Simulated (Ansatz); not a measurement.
`OC(O)(O)S` and `OC(O)(O)Cl` differ in one atom or group.

Ansatz, PBE0-D4/def2-TZVP geometries, multiplicity 1. Each molecule was computed in one conformer, which needn't be the lowest.

| property | `OC(O)(O)S` |
| --- | --- |
| size of the dipole moment (B3LYP/def2-TZVPP) / D | 0.68 |
| HOMO energy (ωB97M-V/def2-TZVPP) / eV | -9.56 |
| size of the dipole moment (ωB97M-V/def2-TZVPP) / D | 0.66 |
| HOMO–LUMO gap (ωB97M-V/def2-TZVPP) / eV | 11.60 |
| HOMO energy (PBE/def2-TZVPP) / eV | -5.95 |
| HOMO energy (B3LYP/def2-TZVPP) / eV | -7.05 |

(1) Give the same properties after the change, and the shifts. (Estimate.)

Answers

(1) Computed: 
```json
{"property": "size of the dipole moment (B3LYP/def2-TZVPP) / D", "`OC(O)(O)Cl`": "0.09", "shift": "-0.59"}
{"property": "HOMO energy (ωB97M-V/def2-TZVPP) / eV", "`OC(O)(O)Cl`": "-10.97", "shift": "-1.41"}
{"property": "size of the dipole moment (ωB97M-V/def2-TZVPP) / D", "`OC(O)(O)Cl`": "0.07", "shift": "-0.59"}
{"property": "HOMO–LUMO gap (ωB97M-V/def2-TZVPP) / eV", "`OC(O)(O)Cl`": "13.04", "shift": "1.44"}
{"property": "HOMO energy (PBE/def2-TZVPP) / eV", "`OC(O)(O)Cl`": "-7.05", "shift": "-1.10"}
{"property": "HOMO energy (B3LYP/def2-TZVPP) / eV", "`OC(O)(O)Cl`": "-8.34", "shift": "-1.29"}
```

The zero-point energy changes by -22.2 kJ/mol with -3 modes. Dipoles are sizes alone; their direction can turn.

Positive LUMOs are unbound, so they and the gaps depend on the basis.

B3LYP here is the variant with VWN-RPA as its local correlation; programs differ in this.
